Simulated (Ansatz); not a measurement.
# H5P: the cost of one run

Program: Ansatz 0.2.0. Level of theory: RKS PBE0-D4/def2-SVP. These are calculated values, not measurements.

## 1. The system as given

Bond lengths: P3–H4 1.386 Å, P3–H5 1.392 Å, P3–H6 1.390 Å. Angles: H4–P3–H5 92.3°, H4–P3–H6 92.2°, H5–P3–H6 92.1°.

Coordinates:

```xyz
6

H     0.0477   -0.1033   -1.7165
H    -0.0204   -0.0051   -2.5031
P     0.3647   -0.2749    0.7314
H     0.3969   -0.2550    2.1170
H    -1.0134   -0.4677    0.7099
H     0.2245    1.1059    0.6612
```

## 2. Preparing the start

input.yaml reads:

```yaml
crystal:
  periodic: [false, false, false]
  atoms:
    - { symbol: H, position_ang: [0.0477, -0.1033, -1.7165] }
    - { symbol: H, position_ang: [-0.0204, -0.0051, -2.5031] }
    - { symbol: P, position_ang: [0.3647, -0.2749, 0.7314] }
    - { symbol: H, position_ang: [0.3969, -0.255, 2.117] }
    - { symbol: H, position_ang: [-1.0134, -0.4677, 0.7099] }
    - { symbol: H, position_ang: [0.2245, 1.1059, 0.6612] }
basis:
  gaussian: { orbitals: def2-SVP }
hamiltonian:
  xc: pbe0
  dispersion: d4
relax:
  f_tol: 0.02
  max_steps: 40
scf:
  lower_state_search: "off"
```

Command:

```sh
$ ansatz run input.yaml --threads 1 --pin off --max-ram 2048MiB --backend cpu --events-out ev --progress --plain --runs-dir out
```

**Question.** How long does this run take on 1 thread of Arm Neoverse V1, shared host, and how much memory does it need?

About 4.3 s, with a peak of 0.083 GiB.
